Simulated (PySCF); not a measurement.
**Core-level binding energies of 1,3-dithiole-2-thione**

1,3-dithiole-2-thione, C3H2S3.
SMILES with atom numbers: `[S:1]=[c:2]1[s:3][cH:4][cH:5][s:6]1`

Computed with delta-SCF UKS SCAN, pcX-2 on the ionised atom, pcseg-1 elsewhere, spin-free X2C in PySCF 2.14.0. Each binding energy is the total energy of the core-ionised species, with the hole localised on one atom, minus that of the ground state; both are solved self-consistently, so orbital relaxation is included.

Task: What binding energy does each computed site have?

Result: 
```csv
atom(s),bonded to,level,binding energy (eV),above the level's lowest (eV),count
S3/S6,2 C (aromatic in the SMILES),S 1s,2478.30,+2.51,2
S1,C (double bond),S 1s,2475.79,0.00,1
C2,S (double bond) and 2 S (aromatic in the SMILES),C 1s,292.80,+1.26,1
C4/C5,"S (aromatic in the SMILES), C (aromatic in the SMILES) and H",C 1s,291.54,0.00,2
```

Lowest listed C 1s: C4/C5, bonded to S (aromatic in the SMILES), C (aromatic in the SMILES) and H. Highest, 1.26 eV above it: C2, bonded to S (double bond) and 2 S (aromatic in the SMILES). Summing the Pauling electronegativity differences to the bonded atoms, each weighted by its formal bond order, gives -0.30 for the lowest site and +0.15 for the highest.

Lowest listed S 1s: S1, bonded to C (double bond). Highest, 2.51 eV above it: S3/S6, bonded to 2 C (aromatic in the SMILES). Summing the Pauling electronegativity differences to the bonded atoms, each weighted by its formal bond order, gives -0.06 for the lowest site and -0.09 for the highest; the largest sum, -0.06, belongs to S1, 2.51 eV below the top. The smallest sum, -0.09, belongs to S3/S6, 2.51 eV above the lowest.

Task: Express the binding energy of S 1s of S3/S6 in atomic units and per mole.

Result: 2478.30 eV = 91.0758 Eh = 239120 kJ/mol.

Task: Which photon energy gives electrons from S 1s of S3/S6 a kinetic energy of 50 eV, and what is their de Broglie wavelength?

Result: hν = 2478.30 + 50 = 2528.30 eV, recoil neglected; λ = 12.264 Å/√(E/eV) = 1.73 Å.

The first atom of each set that the bonding makes equivalent was ionised and stands for the set. Not every level is listed. Geometry: PBE0-D3(BJ)/def2-SVP; no solvent, vibrations or thermal averaging.
